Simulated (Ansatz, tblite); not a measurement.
Cost and result up the ladder for H₂S₅ (7 atoms). Total charge 0; singlet. Geometry: PBE-D4/def2-SVP.

```xyz
7

S    -0.2800    2.0914    0.1769
S    -0.4524    0.9677   -1.5848
S    -1.0941   -0.9568   -1.0480
S     0.6268   -2.0719   -0.6010
S     1.0101   -1.8171    1.4399
H    -1.5890    2.4769    0.2855
H     1.7786   -0.6901    1.3316
```

Ansatz on 4 threads of Arm Neoverse V2 on a shared host; xTB runs through tblite on one thread. Times are rough, summed over both states, and most runs start from the orbitals of an earlier one. PBE0-D4/def2-TZVP serves as the yardstick here, not as an exact answer. The other state is a doublet.

The xTB rows come from tblite.

Raw xTB energies of ions are shifted by several eV.

```csv
level,functions,wall time,vertical IE (eV),difference from PBE0-D4/def2-TZVP (eV)
GFN2-xTB,47,0.013 s,13.36,4.27
GFN1-xTB,49,0.015 s,14.20,5.12
PBE-D4/def2-TZVP,197,6.5 s,8.67,-0.42
r2SCAN-D4/def2-TZVP,197,17 s,8.86,-0.23
PBE0-D4/def2-TZVP (with forces),197,21 s,9.09,0.00
```
